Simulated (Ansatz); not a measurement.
Ansatz (a first-principles code) input (CCSD(T,full)/cc-pwCVTZ):
A basis named .json is the Basis Set Exchange file of that set.

Ansatz 0.2 input:
```yaml
crystal:
  periodic: [false, false, false]
  atoms:
    - {symbol: N, position_ang: [0.00264570, 0.14563947, 0.02144324]}
    - {symbol: H, position_ang: [-0.80461872, -0.49692176, -0.06396564]}
    - {symbol: H, position_ang: [0.78609879, -0.52255452, -0.08613707]}
basis:
  gaussian:
    orbitals: cc-pwCVTZ.json
total_charge: -1
magnetization: {spin_polarized: false}
correlation: {method: ccsd_t, frozen_orbitals: {H: 0, N: 0}}
```

End of the output:

```
integrals: 0.04 GiB planned
415 factors; integrals over basis functions are off by at most 4.6e-4 eV
mean field: 0.09 GiB planned
mean field evaluation 1: about -1510.3821 eV, gradient 1.2e1 eV
mean field evaluation 2: about -1510.3863 eV, gradient 1.2e1 eV
mean field evaluation 4: about -1510.8139 eV, gradient 1.1e0 eV
mean field evaluation 8: about -1510.8204 eV, gradient 5.0e-4 eV
mean field evaluation 16: about -1510.8193 eV, gradient 4.9e-1 eV
mean field -1510.82039507 eV, -55.5216254479 hartree, gradient 5.2e-6 eV, S^2 0.000000; 0 other end points of the search recorded, 0 dependent functions left out
reference -1510.82039507 eV, -55.5216254479 hartree; 5, 5 occupied and 66, 66 virtual orbitals, 415 factors
second order -7.99135874 eV of doubles, -0.00000000 eV of singles
coupled cluster: 0.12 GiB planned
cycle   1  -8.07339197 eV  change   -8.2e-2 eV  update   4.7e-2
cycle   2  -8.23040443 eV  change   -1.6e-1 eV  update   1.4e-2
cycle   3  -8.25854960 eV  change   -2.8e-2 eV  update   5.2e-3
cycle   4  -8.25842181 eV  change    1.3e-4 eV  update   1.2e-3
cycle   5  -8.25886218 eV  change   -4.4e-4 eV  update   3.9e-4
cycle   6  -8.25891780 eV  change   -5.6e-5 eV  update   1.7e-4
cycle   7  -8.25884617 eV  change    7.2e-5 eV  update   6.2e-5
cycle   8  -8.25884172 eV  change    4.4e-6 eV  update   2.5e-5
cycle   9  -8.25883409 eV  change    7.6e-6 eV  update   4.4e-6
perturbative correction -0.25827798 eV, -0.0094915407 hartree
Total energy: -1519.33750714 eV, -55.8346235434 hartree
```
